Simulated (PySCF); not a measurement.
Stepwise substitution at one centre (Si F-Cl). Gas-phase values, no solvent. Strings in code marks are SMILES.

The S1 excitation (TDA) from two functionals at the same geometries (PBE0-D3(BJ)/def2-TZVP), both in PySCF: PBE-D3(BJ)/def2-TZVP and ωB97X-D3(BJ)/def2-TZVP. Excitations are Tamm–Dancoff values on a coarser integration grid. The basis has no diffuse functions, so Rydberg states are missing or too high.

```
species                                       PBE-D3(BJ)/def2-TZVP (eV)  ωB97X-D3(BJ)/def2-TZVP (eV)
--------------------------------------------  -------------------------  ---------------------------
0 of 4 F replaced by Cl                                           10.17                        11.79
2 of 4 F replaced by Cl                                            7.74                         8.99
3 of 4 F replaced by Cl (`Cl[Si](Cl)(Cl)F`)                        7.07                         8.45
4 of 4 F replaced by Cl (`Cl[Si](Cl)(Cl)Cl`)                       6.67                         8.21
```

Over these rows, drawn at random from the members with no instability flagged (it was tested for open shells, ions and some series alone), PBE minus ωB97X-D3(BJ): mean -1.45 eV, from -1.61 eV to -1.26 eV.
